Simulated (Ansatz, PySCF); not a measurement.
System: vinyl chloride, C₂H₃Cl, net charge 0, singlet state. 
Structure (B3LYP-D3(BJ)/def2-TZVP (Ansatz, a program for electronic structure) minimum search):
SMILES: C=CCl
```xyz
6

C      0.0112     0.7589    -0.0124
C      1.3049     1.0233     0.0034
Cl    -0.6370    -0.8532     0.0042
H     -0.7591     1.5163    -0.0370
H      2.0529     0.2431     0.0280
H      1.6388     2.0524    -0.0084
```
Charge 0, spin multiplicity 1.

Property: atomisation energy (electronic, to ground-state atoms), in kcal/mol. Correlated levels leave the core frozen unless marked. UHF or UKS for open shells. No spin-orbit coupling. Non-relativistic unless marked X2C. The coupled-cluster limit lacks core correlation, which all-electron functionals hold. CBS marks a two-point X^-3 extrapolation of the correlation energy; Hartree-Fock from the larger set. The bracket is a focal-point correction in the basis named.

```csv
level,program,atomisation energy (kcal/mol),minus last row
HF/cc-pV(D+d)Z,Ansatz,390.5,-152.5
BLYP/def2-TZVPD,Ansatz,538.3,-4.7
TPSSh-D3(BJ)/def2-TZVPD,PySCF + dftd3,546.6,3.6
PW6B95-D3(BJ)/def2-TZVPD,PySCF + dftd3,545.5,2.5
MN15-D3(BJ)/def2-TZVPD,PySCF + dftd3,543.4,0.4
CAM-B3LYP-D3(BJ)/def2-TZVPD,Ansatz + dftd3,542.7,-0.3
B2PLYP-D3(BJ)/def2-TZVPD,Ansatz + dftd3,538.3,-4.7
CCSD/aug-cc-pV(T+d)Z,Ansatz,521.3,-21.7
X2C-CCSD(T)/cc-pVTZ-DK,Ansatz,527.2,-15.8
"RI-MP2/CBS(aug-cc-pV(T+d)Z,aug-cc-pV(Q+d)Z)+[CCSD(T)-MP2]/aug-cc-pV(T+d)Z",Ansatz,543.0,0.0
```
